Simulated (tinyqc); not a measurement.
RHF in the sto-6g basis, for OH-, spin multiplicity 1, step by step (part 1 of 2). The basis has no diffuse functions, so it cannot describe the extra electron: this is an exercise in the method, not the real anion. Computed by tinyqc, a small Python program that keeps every step (integrals from PySCF). Settings: charge = -1, multiplicity = 1, basis = sto-6g, energy threshold = 1e-10, iteration cap = 75, orthogonalisation = symmetric, start = core, DIIS depth = 8, method = RHF. Command: `OMP_NUM_THREADS=1 python tinyqc.py 27306 27307 out.jsonl` (the two numbers bound the seeds that draw the settings). One thread of a shared host (Intel(R) Xeon(R) Processor @ 2.60GHz), about 0.09 s of CPU time with the checks. Later iterations appear only in the table of the cycle.

## One-electron integrals

Geometry (angstrom):
```
atom        x        y        z
O     0.00000  0.00000  0.00000
H     0.00000  0.00000  1.32800
```

Basis sto-6g: exponents (1/bohr^2) and contraction coefficients of normalised primitives:
```
element  l (shell)    exponent  coefficient
O            s (1)  1355.58423      0.00916
O            s (1)   248.54489      0.04936
O            s (1)    69.53390      0.16854
O            s (1)    23.88677      0.37056
O            s (1)     9.27593      0.41649
O            s (1)     3.82034      0.13033
O            s (2)    52.18776     -0.01325
O            s (2)    10.32932     -0.04699
O            s (2)     3.21034     -0.03379
O            s (2)     1.23514      0.25024
O            s (2)     0.53642      0.59512
O            s (2)     0.24588      0.24071
O            p (3)    52.18776      0.00376
O            p (3)    10.32932      0.03768
O            p (3)     3.21034      0.17390
O            p (3)     1.23514      0.41804
O            p (3)     0.53642      0.42586
O            p (3)     0.24588      0.10171
H            s (1)    35.52322      0.00916
H            s (1)     6.51314      0.04936
H            s (1)     1.82214      0.16854
H            s (1)     0.62596      0.37056
H            s (1)     0.24308      0.41649
H            s (1)     0.10011      0.13033
```

Overlap, kinetic and nuclear-attraction integrals over the contracted functions; the nuclear repulsion is the sum of Za Zb / Rab.

nuclear repulsion = 3.1878145 hartree

overlap S, order 1O 1s, 1O 2s, 1O 2px, 1O 2py, 1O 2pz, 2H 1s:
```
[[1.00000, 0.23114, 0.00000, 0.00000, 0.00000, 0.02354],
 [0.23114, 1.00000, 0.00000, 0.00000, 0.00000, 0.27088],
 [0.00000, 0.00000, 1.00000, 0.00000, 0.00000, 0.00000],
 [0.00000, 0.00000, 0.00000, 1.00000, 0.00000, 0.00000],
 [0.00000, 0.00000, 0.00000, 0.00000, 1.00000, 0.25465],
 [0.02354, 0.27088, 0.00000, 0.00000, 0.25465, 1.00000]]
```

kinetic energy T (hartree), order 1O 1s, 1O 2s, 1O 2px, 1O 2py, 1O 2pz, 2H 1s:
```
[[29.32720, -0.89602, 0.00000, 0.00000, 0.00000, -0.00622],
 [-0.89602, 0.84262, 0.00000, 0.00000, 0.00000, 0.01407],
 [0.00000, 0.00000, 2.53131, 0.00000, 0.00000, 0.00000],
 [0.00000, 0.00000, 0.00000, 2.53131, 0.00000, 0.00000],
 [0.00000, 0.00000, 0.00000, 0.00000, 2.53131, 0.08217],
 [-0.00622, 0.01407, 0.00000, 0.00000, 0.08217, 0.76852]]
```

nuclear attraction V (hartree), order 1O 1s, 1O 2s, 1O 2px, 1O 2py, 1O 2pz, 2H 1s:
```
[[-61.65679, -6.24339, 0.00000, 0.00000, -0.00853, -0.72598],
 [-6.24339, -9.39831, 0.00000, 0.00000, -0.10097, -1.82676],
 [0.00000, 0.00000, -9.37970, 0.00000, 0.00000, 0.00000],
 [0.00000, 0.00000, 0.00000, -9.37970, 0.00000, 0.00000],
 [-0.00853, -0.10097, 0.00000, 0.00000, -9.43435, -1.51609],
 [-0.72598, -1.82676, 0.00000, 0.00000, -1.51609, -4.40138]]
```

core Hamiltonian H = T + V (hartree), order 1O 1s, 1O 2s, 1O 2px, 1O 2py, 1O 2pz, 2H 1s:
```
[[-32.32959, -7.13941, 0.00000, 0.00000, -0.00853, -0.73220],
 [-7.13941, -8.55570, 0.00000, 0.00000, -0.10097, -1.81268],
 [0.00000, 0.00000, -6.84839, 0.00000, 0.00000, 0.00000],
 [0.00000, 0.00000, 0.00000, -6.84839, 0.00000, 0.00000],
 [-0.00853, -0.10097, 0.00000, 0.00000, -6.90305, -1.43392],
 [-0.73220, -1.81268, 0.00000, 0.00000, -1.43392, -3.63286]]
```

## Two-electron integrals

Functions are numbered as in S; the eight-fold symmetry (ij|kl) = (ji|kl) = (kl|ij) leaves the list below.

Two-electron integrals (ij|kl) in chemists' order, unique and non-zero (hartree):
```
(11|11) 4.78749   (21|11) 0.67588   (21|21) 0.12150   (22|11) 1.11738
(22|21) 0.24921   (22|22) 0.81738   (31|31) 0.02576   (32|31) 0.03914
(32|32) 0.18066   (33|11) 1.11738   (33|21) 0.24921   (33|22) 0.81738
(33|33) 0.88066   (41|41) 0.02576   (42|41) 0.03914   (42|42) 0.18066
(43|43) 0.04746   (44|11) 1.11738   (44|21) 0.24921   (44|22) 0.81738
(44|33) 0.78574   (44|44) 0.88066   (51|51) 0.02576   (52|51) 0.03914
(52|52) 0.18066   (53|53) 0.04746   (54|54) 0.04746   (55|11) 1.11738
(55|21) 0.24921   (55|22) 0.81738   (55|33) 0.78574   (55|44) 0.78574
(55|55) 0.88066   (61|11) 0.07308   (61|21) 0.01261   (61|22) 0.02535
(61|33) 0.02530   (61|44) 0.02530   (61|51) 0.00062   (61|52) 0.00122
(61|55) 0.02546   (61|61) 0.00133   (62|11) 0.20500   (62|21) 0.04650
(62|22) 0.17241   (62|33) 0.16942   (62|44) 0.16942   (62|51) 0.00374
(62|52) 0.02927   (62|55) 0.17841   (62|61) 0.00487   (62|62) 0.04844
(63|31) 0.00479   (63|32) 0.02815   (63|53) 0.00584   (63|63) 0.00629
(64|41) 0.00479   (64|42) 0.02815   (64|54) 0.00584   (64|64) 0.00629
(65|11) 0.16135   (65|21) 0.03707   (65|22) 0.14639   (65|33) 0.14017
(65|44) 0.14017   (65|51) 0.00728   (65|52) 0.05068   (65|55) 0.15882
(65|61) 0.00403   (65|62) 0.04993   (65|65) 0.05702   (66|11) 0.39510
(66|21) 0.09123   (66|22) 0.38883   (66|33) 0.37542   (66|44) 0.37542
(66|51) 0.00802   (66|52) 0.08895   (66|55) 0.41563   (66|61) 0.00960
(66|62) 0.14943   (66|65) 0.17485   (66|66) 0.77500
```

## Orthogonalisation

S = U s U^T; symmetric (Loewdin) form X = U s^(-1/2) U^T, so that X^T S X = 1.

eigenvalues of S: [0.59533, 0.84786, 1.00000, 1.00000, 1.13267, 1.42414]

X, order 1O 1s, 1O 2s, 1O 2px, 1O 2py, 1O 2pz, 2H 1s:
```
[[1.02130, -0.12315, 0.00000, 0.00000, -0.00324, 0.01388],
 [-0.12315, 1.05301, 0.00000, 0.00000, 0.02953, -0.15165],
 [0.00000, 0.00000, 1.00000, 0.00000, 0.00000, 0.00000],
 [0.00000, 0.00000, 0.00000, 1.00000, 0.00000, 0.00000],
 [-0.00324, 0.02953, 0.00000, 0.00000, 1.02711, -0.13980],
 [0.01388, -0.15165, 0.00000, 0.00000, -0.13980, 1.05822]]
```

## Starting guess

The start is the orbitals of the core Hamiltonian; D = 2 C_occ C_occ^T.

D at the start, order 1O 1s, 1O 2s, 1O 2px, 1O 2py, 1O 2pz, 2H 1s:
```
[[2.11590, -0.50620, 0.00000, 0.00000, -0.01712, 0.04942],
 [-0.50620, 2.20869, 0.00000, 0.00000, 0.09601, -0.20637],
 [0.00000, 0.00000, 2.00000, 0.00000, 0.00000, 0.00000],
 [0.00000, 0.00000, 0.00000, 2.00000, 0.00000, 0.00000],
 [-0.01712, 0.09601, 0.00000, 0.00000, 2.09444, -0.23356],
 [0.04942, -0.20637, 0.00000, 0.00000, -0.23356, 0.04342]]
```

## Iteration 1: building the Fock matrix

J_ij = sum D_kl (ij|kl), K_ij = sum D_kl (ik|jl); F = H + J - 0.5 K; E = tr D H + tr D J / 2 - 0.25 tr D K + E_nn.

Coulomb J (hartree), order 1O 1s, 1O 2s, 1O 2px, 1O 2py, 1O 2pz, 2H 1s:
```
[[18.58772, 3.34503, 0.00000, 0.00000, 0.00210, 0.34927],
 [3.34503, 8.77863, 0.00000, 0.00000, 0.00158, 1.78798],
 [0.00000, 0.00000, 8.77919, 0.00000, 0.00000, 0.00000],
 [0.00000, 0.00000, 0.00000, 8.77919, 0.00000, 0.00000],
 [0.00210, 0.00158, 0.00000, 0.00000, 8.77750, 1.49076],
 [0.34927, 1.78798, 0.00000, 0.00000, 1.49076, 3.88267]]
```

exchange K (hartree), order 1O 1s, 1O 2s, 1O 2px, 1O 2py, 1O 2pz, 2H 1s:
```
[[9.87274, 1.58695, 0.00000, 0.00000, 0.00074, 0.18009],
 [1.58695, 2.83304, 0.00000, 0.00000, 0.00531, 0.49465],
 [0.00000, 0.00000, 2.35596, 0.00000, 0.00000, 0.00000],
 [0.00000, 0.00000, 0.00000, 2.35596, 0.00000, 0.00000],
 [0.00074, 0.00531, 0.00000, 0.00000, 2.35634, 0.31001],
 [0.18009, 0.49465, 0.00000, 0.00000, 0.31001, 0.15014]]
```

Fock matrix F (hartree), order 1O 1s, 1O 2s, 1O 2px, 1O 2py, 1O 2pz, 2H 1s:
```
[[-18.67824, -4.58785, 0.00000, 0.00000, -0.00680, -0.47298],
 [-4.58785, -1.19359, 0.00000, 0.00000, -0.10205, -0.27203],
 [0.00000, 0.00000, 0.75282, 0.00000, 0.00000, 0.00000],
 [0.00000, 0.00000, 0.00000, 0.75282, 0.00000, 0.00000],
 [-0.00680, -0.10205, 0.00000, 0.00000, 0.69628, -0.09816],
 [-0.47298, -0.27203, 0.00000, 0.00000, -0.09816, 0.17474]]
```

total energy of this density = -73.6628523 hartree

## Iteration 1: diagonalisation and new density

Diagonalise F' = X^T F X, C = X C', fill 5 alpha and 5 beta electrons from the bottom; D = 2 C_occ C_occ^T. Each column has its largest component positive (the first on a tie).

F' = X^T F X (hartree):
```
[[-18.35897, -2.43457, 0.00000, 0.00000, -0.00954, -0.04124],
 [-2.43457, -0.34846, 0.00000, 0.00000, -0.04842, -0.19765],
 [0.00000, 0.00000, 0.75282, 0.00000, 0.00000, 0.00000],
 [0.00000, 0.00000, 0.00000, 0.75282, 0.00000, 0.00000],
 [-0.00954, -0.04842, 0.00000, 0.00000, 0.76147, -0.22790],
 [-0.04124, -0.19765, 0.00000, 0.00000, -0.22790, 0.29572]]
```

orbital energies (hartree): [-18.68251, -0.13680, 0.31364, 0.75282, 0.75282, 0.85543]

coefficients C, order 1O 1s, 1O 2s, 1O 2px, 1O 2py, 1O 2pz, 2H 1s:
```
[[0.99623, -0.21854, 0.13381, 0.00000, 0.00000, -0.01672],
 [0.01607, 0.85401, -0.63496, 0.00000, 0.00000, 0.12284],
 [0.00000, 0.00000, 0.00000, -0.24332, 0.96995, 0.00000],
 [0.00000, 0.00000, 0.00000, 0.96995, 0.24332, 0.00000],
 [0.00106, 0.12873, 0.23618, 0.00000, 0.00000, 1.00151],
 [-0.00259, 0.34076, 0.86649, 0.00000, 0.00000, -0.54373]]
```

D after iteration 1, order 1O 1s, 1O 2s, 1O 2px, 1O 2py, 1O 2pz, 2H 1s:
```
[[2.11629, -0.51119, 0.00000, 0.00000, 0.00905, 0.07779],
 [-0.51119, 2.26555, 0.00000, 0.00000, -0.08001, -0.51843],
 [0.00000, 0.00000, 2.00000, 0.00000, 0.00000, 0.00000],
 [0.00000, 0.00000, 0.00000, 2.00000, 0.00000, 0.00000],
 [0.00905, -0.08001, 0.00000, 0.00000, 0.14471, 0.49702],
 [0.07779, -0.51843, 0.00000, 0.00000, 0.49702, 1.73385]]
```

Within a degenerate level the vectors are fixed only up to a rotation; this is one choice.

## Iteration 2: building the Fock matrix

As before.

Coulomb J (hartree), order 1O 1s, 1O 2s, 1O 2px, 1O 2py, 1O 2pz, 2H 1s:
```
[[17.24764, 3.05243, 0.00000, 0.00000, 0.01156, 0.31972],
 [3.05243, 7.99439, 0.00000, 0.00000, 0.14624, 1.73505],
 [0.00000, 0.00000, 8.02678, 0.00000, 0.00000, 0.00000],
 [0.00000, 0.00000, 0.00000, 8.02678, 0.00000, 0.00000],
 [0.01156, 0.14624, 0.00000, 0.00000, 7.92962, 1.51962],
 [0.31972, 1.73505, 0.00000, 0.00000, 1.51962, 4.53561]]
```

exchange K (hartree), order 1O 1s, 1O 2s, 1O 2px, 1O 2py, 1O 2pz, 2H 1s:
```
[[9.82398, 1.51449, 0.00000, 0.00000, 0.00328, 0.17081],
 [1.51449, 2.54451, 0.00000, 0.00000, 0.03529, 0.59571],
 [0.00000, 0.00000, 2.27518, 0.00000, 0.00000, 0.00000],
 [0.00000, 0.00000, 0.00000, 2.27518, 0.00000, 0.00000],
 [0.00328, 0.03529, 0.00000, 0.00000, 0.94641, 0.56042],
 [0.17081, 0.59571, 0.00000, 0.00000, 0.56042, 1.49715]]
```

Fock matrix F (hartree), order 1O 1s, 1O 2s, 1O 2px, 1O 2py, 1O 2pz, 2H 1s:
```
[[-19.99394, -4.84423, 0.00000, 0.00000, 0.00139, -0.49789],
 [-4.84423, -1.83356, 0.00000, 0.00000, 0.02762, -0.37549],
 [0.00000, 0.00000, 0.04080, 0.00000, 0.00000, 0.00000],
 [0.00000, 0.00000, 0.00000, 0.04080, 0.00000, 0.00000],
 [0.00139, 0.02762, 0.00000, 0.00000, 0.55337, -0.19451],
 [-0.49789, -0.37549, 0.00000, 0.00000, -0.19451, 0.15418]]
```

total energy of this density = -74.6760274 hartree

## Iteration 2: DIIS over 2 matrices

error matrix X^T (FDS - SDF) X:
```
[[0.00000, -0.00087, 0.00000, 0.00000, 0.00484, -0.00095],
 [0.00087, 0.00000, 0.00000, 0.00000, -0.24150, 0.09213],
 [0.00000, 0.00000, 0.00000, 0.00000, 0.00000, 0.00000],
 [0.00000, 0.00000, 0.00000, 0.00000, 0.00000, 0.00000],
 [-0.00484, 0.24150, 0.00000, 0.00000, 0.00000, -0.24845],
 [0.00095, -0.09213, 0.00000, 0.00000, 0.24845, 0.00000]]
```

B (overlaps of the stored error matrices):
```
[[6.9546134e-01, -1.8233020e-01],
 [-1.8233020e-01, 2.5712986e-01]]
```

Minimise |sum c_i e_i|^2 with sum c_i = 1: solve [B -1; -1 0][c; lambda] = [0; -1] with B_ij = tr e_i^T e_j, and take F = sum c_i F_i.

DIIS coefficients: [0.33362, 0.66638]

extrapolated F (hartree), order 1O 1s, 1O 2s, 1O 2px, 1O 2py, 1O 2pz, 2H 1s:
```
[[-19.55500, -4.75870, 0.00000, 0.00000, -0.00134, -0.48958],
 [-4.75870, -1.62005, 0.00000, 0.00000, -0.01564, -0.34097],
 [0.00000, 0.00000, 0.27834, 0.00000, 0.00000, 0.00000],
 [0.00000, 0.00000, 0.00000, 0.27834, 0.00000, 0.00000],
 [-0.00134, -0.01564, 0.00000, 0.00000, 0.60105, -0.16237],
 [-0.48958, -0.34097, 0.00000, 0.00000, -0.16237, 0.16104]]
```

## Iteration 2: diagonalisation and new density

As before.

F' = X^T F X (hartree):
```
[[-19.23717, -2.45548, 0.00000, 0.00000, -0.01496, -0.04284],
 [-2.45548, -0.76341, 0.00000, 0.00000, 0.04927, -0.22373],
 [0.00000, 0.00000, 0.27834, 0.00000, 0.00000, 0.00000],
 [0.00000, 0.00000, 0.00000, 0.27834, 0.00000, 0.00000],
 [-0.01496, 0.04927, 0.00000, 0.00000, 0.68458, -0.29870],
 [-0.04284, -0.22373, 0.00000, 0.00000, -0.29870, 0.31353]]
```

orbital energies (hartree): [-19.55823, -0.50079, 0.18828, 0.27834, 0.27834, 0.86828]

coefficients C, order 1O 1s, 1O 2s, 1O 2px, 1O 2py, 1O 2pz, 2H 1s:
```
[[0.99677, -0.24262, 0.06750, 0.00000, 0.00000, -0.03804],
 [0.01381, 0.98225, -0.36329, 0.00000, 0.00000, 0.22555],
 [0.00000, 0.00000, 0.00000, 0.99844, 0.05576, 0.00000],
 [0.00000, 0.00000, 0.00000, -0.05576, 0.99844, 0.00000],
 [0.00059, 0.01778, 0.41067, 0.00000, 0.00000, 0.95206],
 [-0.00215, 0.13051, 0.83260, 0.00000, 0.00000, -0.67253]]
```

D after iteration 2, order 1O 1s, 1O 2s, 1O 2px, 1O 2py, 1O 2pz, 2H 1s:
```
[[2.11395, -0.49813, 0.00000, 0.00000, 0.04799, 0.04480],
 [-0.49813, 2.19398, 0.00000, 0.00000, -0.26345, -0.34863],
 [0.00000, 0.00000, 2.00000, 0.00000, 0.00000, 0.00000],
 [0.00000, 0.00000, 0.00000, 2.00000, 0.00000, 0.00000],
 [0.04799, -0.26345, 0.00000, 0.00000, 0.33794, 0.68850],
 [0.04480, -0.34863, 0.00000, 0.00000, 0.68850, 1.42053]]
```

Within a degenerate level the vectors are fixed only up to a rotation; this is one choice.

## Iteration 3: building the Fock matrix

As before.

Coulomb J (hartree), order 1O 1s, 1O 2s, 1O 2px, 1O 2py, 1O 2pz, 2H 1s:
```
[[17.39285, 3.08491, 0.00000, 0.00000, 0.00071, 0.32269],
 [3.08491, 8.08885, 0.00000, 0.00000, 0.08440, 1.73590],
 [0.00000, 0.00000, 8.11592, 0.00000, 0.00000, 0.00000],
 [0.00000, 0.00000, 0.00000, 8.11592, 0.00000, 0.00000],
 [0.00071, 0.08440, 0.00000, 0.00000, 8.03469, 1.50614],
 [0.32269, 1.73590, 0.00000, 0.00000, 1.50614, 4.43180]]
```

exchange K (hartree), order 1O 1s, 1O 2s, 1O 2px, 1O 2py, 1O 2pz, 2H 1s:
```
[[9.82601, 1.52326, 0.00000, 0.00000, 0.00107, 0.17293],
 [1.52326, 2.57866, 0.00000, 0.00000, -0.07985, 0.61419],
 [0.00000, 0.00000, 2.28189, 0.00000, 0.00000, 0.00000],
 [0.00000, 0.00000, 0.00000, 2.28189, 0.00000, 0.00000],
 [0.00107, -0.07985, 0.00000, 0.00000, 1.16429, 0.60723],
 [0.17293, 0.61419, 0.00000, 0.00000, 0.60723, 1.36108]]
```

Fock matrix F (hartree), order 1O 1s, 1O 2s, 1O 2px, 1O 2py, 1O 2pz, 2H 1s:
```
[[-19.84975, -4.81613, 0.00000, 0.00000, -0.00835, -0.49598],
 [-4.81613, -1.75618, 0.00000, 0.00000, 0.02336, -0.38388],
 [0.00000, 0.00000, 0.12659, 0.00000, 0.00000, 0.00000],
 [0.00000, 0.00000, 0.00000, 0.12659, 0.00000, 0.00000],
 [-0.00835, 0.02336, 0.00000, 0.00000, 0.54950, -0.23139],
 [-0.49598, -0.38388, 0.00000, 0.00000, -0.23139, 0.11840]]
```

total energy of this density = -74.7506210 hartree

## Iteration 3: DIIS over 3 matrices

error matrix X^T (FDS - SDF) X:
```
[[0.00000, 0.00090, 0.00000, 0.00000, 0.01581, -0.00806],
 [-0.00090, 0.00000, 0.00000, 0.00000, -0.07739, 0.03482],
 [0.00000, 0.00000, 0.00000, 0.00000, 0.00000, 0.00000],
 [0.00000, 0.00000, 0.00000, 0.00000, 0.00000, 0.00000],
 [-0.01581, 0.07739, 0.00000, 0.00000, 0.00000, -0.08106],
 [0.00806, -0.03482, 0.00000, 0.00000, 0.08106, 0.00000]]
```

B (overlaps of the stored error matrices):
```
[[6.9546134e-01, -1.8233020e-01, -5.4177890e-02],
 [-1.8233020e-01, 2.5712986e-01, 8.4239927e-02],
 [-5.4177890e-02, 8.4239927e-02, 2.8175560e-02]]
```

As before.

DIIS coefficients: [-0.01118, -0.49752, 1.50870]

extrapolated F (hartree), order 1O 1s, 1O 2s, 1O 2px, 1O 2py, 1O 2pz, 2H 1s:
```
[[-19.79110, -4.80470, 0.00000, 0.00000, -0.01322, -0.49528],
 [-4.80470, -1.72397, 0.00000, 0.00000, 0.02264, -0.38930],
 [0.00000, 0.00000, 0.16227, 0.00000, 0.00000, 0.00000],
 [0.00000, 0.00000, 0.00000, 0.16227, 0.00000, 0.00000],
 [-0.01322, 0.02264, 0.00000, 0.00000, 0.54593, -0.25123],
 [-0.49528, -0.38930, 0.00000, 0.00000, -0.25123, 0.09998]]
```

## Iteration 3: diagonalisation and new density

As before.

F' = X^T F X (hartree):
```
[[-19.47333, -2.46377, 0.00000, 0.00000, -0.03355, -0.03876],
 [-2.46377, -0.85325, 0.00000, 0.00000, 0.10768, -0.26313],
 [0.00000, 0.00000, 0.16227, 0.00000, 0.00000, 0.00000],
 [0.00000, 0.00000, 0.00000, 0.16227, 0.00000, 0.00000],
 [-0.03355, 0.10768, 0.00000, 0.00000, 0.65347, -0.38845],
 [-0.03876, -0.26313, 0.00000, 0.00000, -0.38845, 0.28514]]
```

orbital energies (hartree): [-19.79410, -0.60623, 0.07620, 0.16227, 0.16227, 0.93616]

coefficients C, order 1O 1s, 1O 2s, 1O 2px, 1O 2py, 1O 2pz, 2H 1s:
```
[[0.99691, -0.24121, 0.06311, 0.00000, 0.00000, -0.04926],
 [0.01324, 0.97705, -0.34248, 0.00000, 0.00000, 0.27527],
 [0.00000, 0.00000, 0.00000, -0.14449, 0.98951, 0.00000],
 [0.00000, 0.00000, 0.00000, 0.98951, 0.14449, 0.00000],
 [0.00113, -0.00971, 0.47206, 0.00000, 0.00000, 0.92328],
 [-0.00211, 0.14579, 0.78760, 0.00000, 0.00000, -0.72179]]
```

D after iteration 3, order 1O 1s, 1O 2s, 1O 2px, 1O 2py, 1O 2pz, 2H 1s:
```
[[2.11200, -0.48818, 0.00000, 0.00000, 0.06652, 0.02486],
 [-0.48818, 2.14417, 0.00000, 0.00000, -0.34228, -0.25463],
 [0.00000, 0.00000, 2.00000, 0.00000, 0.00000, 0.00000],
 [0.00000, 0.00000, 0.00000, 2.00000, 0.00000, 0.00000],
 [0.06652, -0.34228, 0.00000, 0.00000, 0.44587, 0.74075],
 [0.02486, -0.25463, 0.00000, 0.00000, 0.74075, 1.28316]]
```

Within a degenerate level the vectors are fixed only up to a rotation; this is one choice.

## Iteration 8 (converged): orbitals

converged F (hartree), order 1O 1s, 1O 2s, 1O 2px, 1O 2py, 1O 2pz, 2H 1s:
```
[[-19.78492, -4.80385, 0.00000, 0.00000, -0.01324, -0.49498],
 [-4.80385, -1.71899, 0.00000, 0.00000, 0.02145, -0.38880],
 [0.00000, 0.00000, 0.16520, 0.00000, 0.00000, 0.00000],
 [0.00000, 0.00000, 0.00000, 0.16520, 0.00000, 0.00000],
 [-0.01324, 0.02145, 0.00000, 0.00000, 0.54610, -0.24328],
 [-0.49498, -0.38880, 0.00000, 0.00000, -0.24328, 0.10297]]
```

As before.

F' = X^T F X (hartree):
```
[[-19.46702, -2.46429, 0.00000, 0.00000, -0.03336, -0.03848],
 [-2.46429, -0.84808, 0.00000, 0.00000, 0.10527, -0.26326],
 [0.00000, 0.00000, 0.16520, 0.00000, 0.00000, 0.00000],
 [0.00000, 0.00000, 0.00000, 0.16520, 0.00000, 0.00000],
 [-0.03336, 0.10527, 0.00000, 0.00000, 0.65135, -0.37992],
 [-0.03848, -0.26326, 0.00000, 0.00000, -0.37992, 0.28605]]
```

orbital energies (hartree): [-19.78794, -0.60133, 0.08472, 0.16520, 0.16520, 0.92684]

coefficients C, order 1O 1s, 1O 2s, 1O 2px, 1O 2py, 1O 2pz, 2H 1s:
```
[[0.99690, -0.24111, 0.06358, 0.00000, 0.00000, -0.04929],
 [0.01327, 0.97638, -0.34444, 0.00000, 0.00000, 0.27519],
 [0.00000, 0.00000, 0.00000, 0.99760, 0.06929, 0.00000],
 [0.00000, 0.00000, 0.00000, -0.06929, 0.99760, 0.00000],
 [0.00114, -0.00946, 0.47052, 0.00000, 0.00000, 0.92407],
 [-0.00213, 0.14737, 0.78859, 0.00000, 0.00000, -0.72039]]
```

D after iteration 8, order 1O 1s, 1O 2s, 1O 2px, 1O 2py, 1O 2pz, 2H 1s:
```
[[2.11199, -0.48817, 0.00000, 0.00000, 0.06666, 0.02495],
 [-0.48817, 2.14426, 0.00000, 0.00000, -0.34257, -0.25552],
 [0.00000, 0.00000, 2.00000, 0.00000, 0.00000, 0.00000],
 [0.00000, 0.00000, 0.00000, 2.00000, 0.00000, 0.00000],
 [0.06666, -0.34257, 0.00000, 0.00000, 0.44296, 0.73930],
 [0.02495, -0.25552, 0.00000, 0.00000, 0.73930, 1.28719]]
```

Within a degenerate level the vectors are fixed only up to a rotation; this is one choice.

## Convergence

Stop when the energy changes by less than 1e-10 hartree and every element of the error matrix X^T (F D S - S D F) X is below 3e-06.

Course of the cycle:
```
iteration  E (hartree)     change  largest element of the error matrix
1          -73.6628523          -                             4.72e-01
2          -74.6760274  -1.01e+00                             2.48e-01
3          -74.7506210  -7.46e-02                             8.11e-02
4          -74.7587580  -8.14e-03                             2.98e-03
5          -74.7587628  -4.80e-06                             9.18e-04
6          -74.7587634  -5.71e-07                             2.24e-05
7          -74.7587634  -3.10e-10                             4.04e-07
8          -74.7587634  -8.53e-14                             1.86e-07
```

PySCF RHF in the same basis = -74.7587634 hartree

Converged in 8 iterations.
